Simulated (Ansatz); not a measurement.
# How far each method lies from UCCSDT(Q) for H2Si–BH2, doublet

Geometry: a PBE0/def2-TZVP stationary point for this spin, not checked as a minimum.

```
atom   x (Å)    y (Å)    z (Å)
  Si  0.0000   0.0000   0.5624
   B  0.0000   0.0000  -1.3599
   H  0.0000   1.2187   1.4093
   H  0.0000  -1.2187   1.4093
   H  0.0000   1.0370  -1.9521
   H  0.0000  -1.0370  -1.9521
```

Basis cc-pVDZ; Ansatz 0.2.0. Only valence electrons are correlated (noble-gas cores frozen), which leaves 11 electrons in 46 orbitals. Prefix R: restricted or restricted open-shell reference; prefix U: unrestricted. Active spaces: frontier = (9e, 9o) about the gap.

Full CI isn't at hand for all of this; UCCSDT(Q) serves as the reference, and is uncertain by about the last step of the cluster series. The frozen core follows each run's orbitals, which can shift R against U totals by a few meV.

For open shells CISD is restricted-active-space CI with the open shells as a complete middle space.

```
UHF ⟨S²⟩                          : 0.761
T1 diagnostic (RCCSD)             : 0.0159
largest doubles amplitude (RCCSD) : 0.032
T1 diagnostic (UCCSD)             : 0.0152
```

| level | E − E(RHF) (eV) |
| --- | --- |
| UHF | -0.0764 |
| RMP2 | -4.8243 |
| UMP2 | -4.8098 |
| RCCSD | -5.9161 |
| UCCSD | -5.9182 |
| RCCSD(T) | -6.0647 |
| UCCSD(T) | -6.0645 |

Problem. Estimate how far UCCSDT(Q) in cc-pVDZ lies from RCCSD(T). The table doesn't fix it; the size of (T) and the diagnostics are the guide.

Solution. UCCSDT(Q) in cc-pVDZ lies 37 meV below RCCSD(T), which is 25 % of the (T) step (-149 meV). The diagnostics are small and one determinant leads, so the series closes fast and only a small part of (T) is left.

The other levels:

```csv
level,E − E(UCCSDT(Q)) (meV),share of correlation (%),wall time
CISD,635,89.59,2.8 s
BCCD(T),36,99.41,2.2 s
RCCSDT,6,99.90,–
UCCSDT,6,99.90,–
RCCSDT(Q),0,100.00,59 s
```

The correlation energy at UCCSDT(Q), counted from RHF, is -6.101 eV. That run took 50 s on 1 thread of AMD EPYC 7R43, shared host.

Run but not shown, since their state or frozen core can't be matched to the reference's or they repeat it: CASSCF (frontier space), NEVPT2 (frontier space), MRCISD (frontier space), MRCISD+Q (frontier space), MRCISD+Q(relaxed) (frontier space).

Times hold each run's SCF and search for its determinant on a shared host, so for small cases they say little of a method's own cost; they ran on 1 thread of AMD EPYC 7R43.

Atomization energy (electronic, same basis, no zero-point term; atoms at the same level, unrestricted beside the R rows where the molecule is a closed shell, with restricted open-shell steps beyond CCSDT(Q)) at UCCSDT(Q): 1562.3 kJ/mol. Errors of other levels:

```json
{"level": "RHF", "error (kJ/mol)": "-241.4"}
{"level": "UHF", "error (kJ/mol)": "-252.5"}
{"level": "RMP2", "error (kJ/mol)": "-7.0"}
{"level": "UMP2", "error (kJ/mol)": "-9.6"}
{"level": "CISD", "error (kJ/mol)": "-52.6"}
{"level": "RCCSD", "error (kJ/mol)": "-10.5"}
{"level": "UCCSD", "error (kJ/mol)": "-10.8"}
{"level": "RCCSD(T)", "error (kJ/mol)": "-1.3"}
{"level": "UCCSD(T)", "error (kJ/mol)": "-1.5"}
{"level": "BCCD(T)", "error (kJ/mol)": "-1.3"}
{"level": "RCCSDT", "error (kJ/mol)": "-0.5"}
{"level": "UCCSDT", "error (kJ/mol)": "-0.5"}
{"level": "RCCSDT(Q)", "error (kJ/mol)": "0.0"}
```

This basis is far from its limit, so the value isn't to be set against a measured one. Truncated CI isn't size-consistent, which counts against it in atomization.
